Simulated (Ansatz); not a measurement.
Debugging a geometry optimisation of C4H3FO, SMILES Fc1ccoc1 (the Python package of Ansatz (0.2.0)).

`c4h3fo.py`
```python
'''Geometry optimisation of C4H3FO.'''

import itertools

import ansatz as az
from ase import Atoms
from ase.data import atomic_numbers, covalent_radii
import numpy as np

atoms = Atoms(['F', 'C', 'C', 'C', 'O', 'C', 'H', 'H', 'H'], positions=[
    (-2.0569, 1.0524, 0.0819),
    (-0.9013, 0.3846, 0.0361),
    (0.3807, 0.955, -0.019),
    (1.2491, -0.1137, -0.0515),
    (0.5651, -1.292, -0.0192),
    (-0.7591, -0.9761, 0.0347),
    (0.6423, 2.0022, -0.0333),
    (2.3259, -0.2036, -0.0959),
    (-1.4459, -1.8087, 0.066),
])
molecule = az.Crystal.molecule_from_ase(atoms)

base = (
    molecule.calculation()
    .basis(gaussian='6-31G*')
    .functional('pbe')
    .spin('collinear', total=2)
)
symbols = [site.symbol for site in molecule.cartesian_sites]
start = np.array([site.position_ang for site in molecule.cartesian_sites], dtype=float)
def progress(event):
    if event['event'] == 'relax_step':
        row = event['data']
        print(f'step {row["step"]:3d}  E = {row["lagrangian_ev"]:.6f} eV  largest force component {row["allowed_force_max_ev_ang"]:.4f} eV/A')


summary = base.relax(force_tolerance=0.01, max_steps=30).session().plan().execute(on_event=progress).report
end = np.array(summary['positions_ang'])

print('reference energy %16.6f eV' % summary['reference_energy_ev'])
print('total energy     %16.6f eV' % summary['free_energy_ev'])
print('occupied orbitals outside the frozen core (up, down):', summary['n_occupied'], ' frozen:', summary['n_frozen'], ' virtual:', summary['n_virtual'])

# pairs closer than 1.2 times the sum of covalent radii, before or after
radius = [covalent_radii[atomic_numbers[s]] for s in symbols]
span = lambda where, i, j: np.linalg.norm(where[i] - where[j])
bonded = [(i, j) for i, j in itertools.combinations(range(len(symbols)), 2) if min(span(start, i, j), span(end, i, j)) < 1.2 * (radius[i] + radius[j])]
print('pair        before    after (A)')
for i, j in bonded:
    print(f'{symbols[i]}{i}-{symbols[j]}{j}'.ljust(10), f'{span(start, i, j):8.4f} {span(end, i, j):8.4f}')
with open('c4h3fo_opt.xyz', 'w') as handle:
    handle.write(f'{len(symbols)}\nrelaxed C4H3FO\n')
    handle.writelines(f'{s:2s} {x:11.6f} {y:11.6f} {z:11.6f}\n' for s, (x, y, z) in zip(symbols, end))
```

Running `python c4h3fo.py` prints:
```text
step   1  E = -8945.335641 eV  largest force component 5.4244 eV/A
step   2  E = -8945.813399 eV  largest force component 2.0767 eV/A
step   3  E = -8945.905030 eV  largest force component 0.2894 eV/A
step   4  E = -8945.908455 eV  largest force component 0.0749 eV/A
step   5  E = -8945.909170 eV  largest force component 0.0306 eV/A
step   6  E = -8945.909288 eV  largest force component 0.0078 eV/A
step   7  E = -8945.911048 eV  largest force component 0.0824 eV/A
step   8  E = -8945.918390 eV  largest force component 0.1842 eV/A
step   9  E = -8945.934637 eV  largest force component 0.2517 eV/A
step  10  E = -8945.916826 eV  largest force component 1.0353 eV/A
step  11  E = -8945.985403 eV  largest force component 0.1792 eV/A
step  12  E = -8946.009870 eV  largest force component 0.3993 eV/A
step  13  E = -8946.047019 eV  largest force component 0.4428 eV/A
step  14  E = -8946.057823 eV  largest force component 0.5727 eV/A
step  15  E = -8946.072093 eV  largest force component 0.2731 eV/A
step  16  E = -8946.052539 eV  largest force component 0.9697 eV/A
step  17  E = -8946.075875 eV  largest force component 0.0293 eV/A
step  18  E = -8946.076622 eV  largest force component 0.0717 eV/A
step  19  E = -8946.077683 eV  largest force component 0.0806 eV/A
step  20  E = -8946.078268 eV  largest force component 0.0198 eV/A
step  21  E = -8946.078312 eV  largest force component 0.0219 eV/A
step  22  E = -8946.078324 eV  largest force component 0.0033 eV/A
reference energy     -8946.078343 eV
total energy         -8946.078343 eV
occupied orbitals outside the frozen core (up, down): [23, 21]  frozen: 0  virtual: [73, 75]
pair        before    after (A)
F0-C1        1.3355   1.3396
C1-C2        1.4042   1.3556
C1-C5        1.3681   1.4639
C2-C3        1.3774   1.4706
C2-H6        1.0795   1.0886
C3-O4        1.3628   1.4348
C3-H7        1.0815   1.1019
O4-C5        1.3624   1.3915
C5-H8        1.0798   1.0968
```

The script ran to its end, but the result can't be trusted. Why?

The fault: the spin state is higher than the ground state's. The change:

```diff
--- before
+++ after
@@ -26,3 +26,2 @@
     .functional('pbe')
-    .spin('collinear', total=2)
 )
@@ -36,3 +35,3 @@
 
-summary = base.relax(force_tolerance=0.01, max_steps=30).session().plan().execute(on_event=progress).report
+summary = base.relax(force_tolerance=0.01, max_steps=100).session().plan().execute(on_event=progress).report
 end = np.array(summary['positions_ang'])
```

The mended script runs so:

Running `python c4h3fo.py` prints:
```text
step   1  E = -8949.372675 eV  largest force component 1.0414 eV/A
step   2  E = -8949.393627 eV  largest force component 0.4716 eV/A
step   3  E = -8949.397395 eV  largest force component 0.0803 eV/A
step   4  E = -8949.397572 eV  largest force component 0.0180 eV/A
step   5  E = -8949.397611 eV  largest force component 0.0042 eV/A
reference energy     -8949.397628 eV
total energy         -8949.397628 eV
occupied orbitals outside the frozen core (up, down): [22, 22]  frozen: 0  virtual: [74, 74]
pair        before    after (A)
F0-C1        1.3355   1.3437
C1-C2        1.4042   1.4312
C1-C5        1.3681   1.3716
C2-C3        1.3774   1.3707
C2-H6        1.0795   1.0880
C3-O4        1.3628   1.3689
C3-H7        1.0815   1.0874
O4-C5        1.3624   1.3736
C5-H8        1.0798   1.0856
```

File `c4h3fo_opt.xyz` afterwards:
```text
9
relaxed C4H3FO
F    -2.066257    1.057250    0.082214
C    -0.908596    0.376558    0.036425
C     0.397378    0.959358   -0.019655
C     1.255070   -0.109366   -0.051817
O     0.568902   -1.293404   -0.019246
C    -0.769178   -0.987984    0.035164
H     0.649031    2.017759   -0.033579
H     2.337838   -0.198848   -0.096493
H    -1.464286   -1.821223    0.066787
```

What to keep in mind:
- Total energies depend on the basis set; only differences at equal settings carry meaning.
- The end point is the stationary point reached from this start; no frequency run checks that it is a minimum, and the basis set is modest.
- Timing: 20 s on 1 thread of Arm Neoverse V1, on a shared host, peak memory 0.25 GiB.

(Lines on the test bed's own set-up are left out of the output.)
